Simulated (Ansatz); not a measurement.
# C₂H₇PS: a ladder of functionals and wavefunction methods

One table from this session's results is given with a row withheld; the runs are named, their logs left out.

Program: Ansatz 0.2.0, Gaussian basis. Level of theory: functionals in def2-TZVPP, the program's frozen cores in correlated methods. These are calculated values, not measurements.

The runs, in order: LDA (SPW92), PBE-D4, revPBE-D4, BLYP-D4, r2SCAN-D4, B97M-V, PBE0-D4, B3LYP-D4, r2SCANh-D4, r2SCAN0-D4, HSE06-D4, BHLYP-D4, CAM-B3LYP-D4, LC-ωPBE, ωB97X-V, ωB97M-V, B2PLYP, PBE-QIDH; CCSD(T)/def2-SVP; CCSD(T)/def2-TZVPP; MP2/def2-QZVPP; extrapolation to the limit; RPA on PBE.

### The relaxed structure

The geometry comes from an earlier relaxation with PBE0-D4 in a triple-zeta def2 set; it is a stationary point, not always the lowest conformer.

SMILES `CCSP`, 11 atoms, charge 0, spin multiplicity 1.

Atoms are counted from 1 here; the program's logs count them from 0.

Bond lengths: C1–C2 1.515 Å, C1–H5 1.092 Å, C1–H6 1.092 Å, C1–H7 1.092 Å, C2–S3 1.822 Å, C2–H8 1.091 Å, C2–H9 1.091 Å, S3–P4 2.104 Å, P4–H10 1.420 Å, P4–H11 1.420 Å. Angles: C2–C1–H5 111.2°, C2–C1–H6 110.0°, C2–C1–H7 111.2°, H5–C1–H6 108.1°, H5–C1–H7 108.0°, H6–C1–H7 108.1°, C1–C2–S3 108.8°, C1–C2–H8 111.0°, C1–C2–H9 111.0°, S3–C2–H8 108.8°, S3–C2–H9 108.8°, H8–C2–H9 108.4°, C2–S3–P4 99.6°, S3–P4–H10 98.5°, S3–P4–H11 98.4°, H10–P4–H11 93.3°.

The first run:

The input, in.yaml:

```yaml
crystal:
  periodic: [false, false, false]
  atoms:
    - {symbol: C, position_ang: [0.747495, 1.674588, 0.382742]}
    - {symbol: C, position_ang: [0.210723, 0.486233, -0.388323]}
    - {symbol: S, position_ang: [-0.330801, -0.787605, 0.797081]}
    - {symbol: P, position_ang: [-0.978883, -2.267568, -0.550103]}
    - {symbol: H, position_ang: [-0.018155, 2.102209, 1.033643]}
    - {symbol: H, position_ang: [1.076996, 2.452317, -0.310082]}
    - {symbol: H, position_ang: [1.599284, 1.390346, 1.004320]}
    - {symbol: H, position_ang: [0.979169, 0.060302, -1.035281]}
    - {symbol: H, position_ang: [-0.639674, 0.774415, -1.008267]}
    - {symbol: H, position_ang: [-2.235988, -2.556237, 0.043214]}
    - {symbol: H, position_ang: [-0.344864, -3.386101, 0.051657]}
basis:
  gaussian: {orbitals: def2-TZVPP}
hamiltonian: {xc: lda}
output: {orbitals: {seedname: orbitals}}
```

Command:

```
$ ansatz run in.yaml --threads 4 --pin off --events-out ev --progress --plain --max-ram 10444MiB
```

Among the steps run: LDA; PBE-D4 (GGA); revPBE-D4 (GGA); BLYP-D4 (GGA); r2SCAN-D4 (meta-GGA); B97M-V (meta-GGA); B3LYP-D4 (hybrid); r2SCANh-D4 (hybrid); r2SCAN0-D4 (hybrid); HSE06-D4 (hybrid); BHLYP-D4 (hybrid); CAM-B3LYP-D4 (range-separated); LC-ωPBE (range-separated); ωB97X-V (range-separated); ωB97M-V (range-separated); B2PLYP (double hybrid); PBE-QIDH (double hybrid).

One table of the session follows, with a row left open; its other results are not shown here.

It belongs to the step «Orbital energies across the functionals». 

| functional | HOMO (eV) | gap (eV) |
| --- | --- | --- |
| LDA (SPW92) | -5.66 | 4.39 |
| PBE-D4 | -5.58 | 4.52 |
| revPBE-D4 | -5.54 | 4.57 |
| BLYP-D4 | -5.42 | 4.50 |
| r2SCAN-D4 | ? | ? |
| B97M-V | -5.93 | 5.12 |
| PBE0-D4 | -6.79 | 6.65 |
| B3LYP-D4 | -6.55 | 6.19 |
| r2SCANh-D4 | -6.28 | 5.81 |
| r2SCAN0-D4 | -6.95 | 6.96 |
| HSE06-D4 | -6.39 | 5.87 |
| BHLYP-D4 | -7.87 | 8.69 |
| CAM-B3LYP-D4 | -8.11 | 9.02 |
| LC-ωPBE | -9.50 | 11.58 |
| ωB97X-V | -9.15 | 11.10 |
| ωB97M-V | -8.98 | 10.71 |

**Question.** Estimate the row for r2SCAN-D4.

Worked estimate for «HOMO (eV)». Against the share of exact exchange, r2SCANh-D4 (0.1, -6.28), r2SCAN0-D4 (0.25, -6.95) give a slope of -4.47 per unit share; at 0 the line stands at -5.83.

The run gave: HOMO (eV): -5.83; gap (eV): 5.04. In «HOMO (eV)» the line misses by 0.00.
